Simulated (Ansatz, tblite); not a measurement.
Cost and result up the ladder for Li3H4 (7 atoms). Total charge 0; doublet. Geometry: r2SCAN-D4/def2-TZVP.

Cartesian coordinates in Å:
```
Li -1.749 1.525 -1.194
Li 0.169 1.763 0.840
Li -0.021 -0.825 -0.343
H 0.743 -2.783 -0.302
H 0.758 0.152 0.826
H 1.138 -2.424 0.227
H -1.037 2.591 -0.054
```

Ansatz on 4 threads of Arm Neoverse V2 on a shared host; xTB runs through tblite on one thread. Times are rough, summed over both states, and most runs start from the orbitals of an earlier one. CCSD(T)/def2-TZVPP serves as the yardstick here, not as an exact answer. The other state is a singlet.

The xTB rows come from tblite. Correlated methods freeze no core orbitals; core or outer-core shells of Li are correlated, in sets that lack core-valence functions. In the doublet, H4 and H6 lie 0.75 Å apart (atoms count from 1), so H2 has formed as a molecule. The structure comes from a short search, and lower isomers may exist.

Correlated methods converge slowly with the basis.

Raw xTB energies of ions are shifted by several eV, and xTB has no spin-polarisation term.

| level | functions | wall time |
| --- | --- | --- |
| GFN2-xTB | 16 | 0.003 s |
| GFN1-xTB | 20 | 0.004 s |
| PBE-D4/def2-TZVP | 66 | 0.8 s |
| PBE0-D4/def2-TZVP | 66 | 0.95 s |
| r2SCAN-D4/def2-TZVP | 66 | 1.7 s |
| CCSD(T)/def2-TZVPP | 113 | 6.8 s |

Q: Estimate what each level gives for the vertical IE (eV).

A: 
```
              level  vertical IE (eV)  difference from CCSD(T)/def2-TZVPP (eV)
           GFN2-xTB              8.62                                     3.58
           GFN1-xTB             11.49                                     6.45
   PBE-D4/def2-TZVP              5.25                                     0.21
  PBE0-D4/def2-TZVP              5.26                                     0.22
r2SCAN-D4/def2-TZVP              5.17                                     0.13
 CCSD(T)/def2-TZVPP              5.04                                     0.00
```
